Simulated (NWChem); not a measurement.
System: Na anion

The following NWChem deck was run.

```
start job
memory heap 200 mb stack 700 mb global 900 mb
charge -1
geometry units angstroms noautoz
  Na     0.000000     0.000000     0.000000
end
basis spherical
  * library 6-31+g*
end
dft
  xc becke88 lyp
  iterations 150
  mulliken
end
task dft energy
```

NWChem printed, in part:

```
             Northwest Computational Chemistry Package (NWChem) 7.3.0
             --------------------------------------------------------

                             Geometry "geometry" -> ""
                             -------------------------

 Output coordinates in angstroms (scale by  1.889725989 to convert to a.u.)

  No.       Tag          Charge          X              Y              Z
 ---- ---------------- ---------- -------------- -------------- --------------
    1 Na                  11.0000     0.00000000     0.00000000     0.00000000

 Effective nuclear repulsion energy (a.u.)       0.0000000000

                                 NWChem DFT Module
                                 -----------------

 Summary of "ao basis" -> "ao basis" (spherical)
 ------------------------------------------------------------------------------
       Tag                 Description            Shells   Functions and Types
 ---------------- ------------------------------  ------  ---------------------
 Na                         6-31+g*                 10       22   5s4p1d

            General Information
            -------------------
          SCF calculation type: DFT
          Wavefunction type:  closed shell.
          No. of atoms     :     1
          No. of electrons :    12
           Alpha electrons :     6
            Beta electrons :     6
          Charge           :    -1
          Spin multiplicity:     1
          Use of symmetry is: off; symmetry adaption is: off
          Maximum number of iterations: 150
          AO basis - number of functions:    22
                     number of shells:    10
          Convergence on energy requested:  1.00D-06
          Convergence on density requested:  1.00D-05
          Convergence on gradient requested:  5.00D-04

              XC Information
              --------------
                    Becke 1988 Exchange Functional  1.000
              Lee-Yang-Parr Correlation Functional  1.000

             Grid Information
             ----------------
          Grid used for XC integration:  medium
          Radial quadrature: Mura-Knowles
          Angular quadrature: Lebedev.
          Tag              B.-S. Rad. Rad. Pts. Rad. Cut. Ang. Pts.
          ---              ---------- --------- --------- ---------
          Na                  1.80       88          19.0       434
          Grid pruning is: on
          Number of quadrature shells:    88
          Spatial weights used:  Erf1

      Superposition of Atomic Density Guess
      -------------------------------------

 Sum of atomic energies:        -161.84140329

 Renormalizing density from      11.00 to     12

      Non-variational initial energy
      ------------------------------

 Total energy =    -169.953715
 1-e energy   =    -248.455296
 2-e energy   =      78.501581
 HOMO         =       0.094970
 LUMO         =       0.094970

     ---------------------------------------------
      Total Density - Mulliken Population Analysis
     ---------------------------------------------

    Atom       Charge   Shell Charges
 -----------   ------   -------------------------------------------------------
    1 Na  11    12.00   2.00  1.99  5.79  0.02  0.26 -0.00 -0.41 -0.00  2.36  0.00

   convergence    iter        energy       DeltaE   RMS-Dens  Diis-err
 ---------------- ----- ----------------- --------- --------- ---------
 d= 0,ls=0.0,diis     1   -162.0561866852 -1.62D+02  1.97D-01  5.89D-01
 d= 0,ls=0.0,diis     2   -162.2039754943 -1.48D-01  9.72D-02  7.78D-02
 d= 0,ls=0.0,diis     3   -162.2811679002 -7.72D-02  3.78D-02  2.34D-03
 d= 0,ls=0.0,diis     4   -162.2830135599 -1.85D-03  1.55D-02  1.00D-03
 d= 0,ls=0.0,diis     5   -162.2847391406 -1.73D-03  1.84D-03  2.72D-05
  Resetting Diis
 d= 0,ls=0.0,diis     6   -162.2847816214 -4.25D-05  9.90D-05  1.55D-07
 d= 0,ls=0.0,diis     7   -162.2847818207 -1.99D-07  2.76D-05  4.51D-10
 d= 0,ls=0.0,diis     8   -162.2847818197  1.04D-09  1.39D-05  1.23D-09
 d= 0,ls=0.0,diis     9   -162.2847818216 -1.95D-09  8.68D-07  4.83D-12

         Total DFT energy =     -162.284781821616
      One electron energy =     -229.463016818652
           Coulomb energy =       81.652736884154
    Exchange-Corr. energy =      -14.474501887118
 Nuclear repulsion energy =        0.000000000000

 Numeric. integr. density =       12.000000000597

                       DFT Final Molecular Orbital Analysis
                       ------------------------------------

 Vector    4  Occ=2.000000D+00  E=-8.889650D-01
              MO Center= -3.9D-16, -1.5D-19, -1.2D-16, r^2= 2.4D-01
   Bfn.  Coefficient  Atom+Function         Bfn.  Coefficient  Atom+Function
  ----- ------------  ---------------      ----- ------------  ---------------
     5      0.898543  1 Na pz                 3     -0.422985  1 Na px
     4      0.051021  1 Na py                 9      0.028594  1 Na pz

 Vector    5  Occ=2.000000D+00  E=-8.889650D-01
              MO Center= -3.5D-16, -5.6D-17, -1.2D-16, r^2= 2.4D-01
   Bfn.  Coefficient  Atom+Function         Bfn.  Coefficient  Atom+Function
  ----- ------------  ---------------      ----- ------------  ---------------
     4      0.993086  1 Na py                 5     -0.042474  1 Na pz
     8      0.031602  1 Na py                 3      0.029560  1 Na px

 Vector    6  Occ=2.000000D+00  E= 3.662135D-02
              MO Center= -3.6D-12,  1.0D-13, -1.5D-12, r^2= 1.2D+01
   Bfn.  Coefficient  Atom+Function         Bfn.  Coefficient  Atom+Function
  ----- ------------  ---------------      ----- ------------  ---------------
    14      0.447945  1 Na s                 10      0.352418  1 Na s
     6      0.328800  1 Na s                  2     -0.167059  1 Na s
     1      0.029454  1 Na s

[...]
```

Level: BLYP/6-31+G* (spherical d). The highest occupied level is positive, so the extra electron may be held by the finite basis.
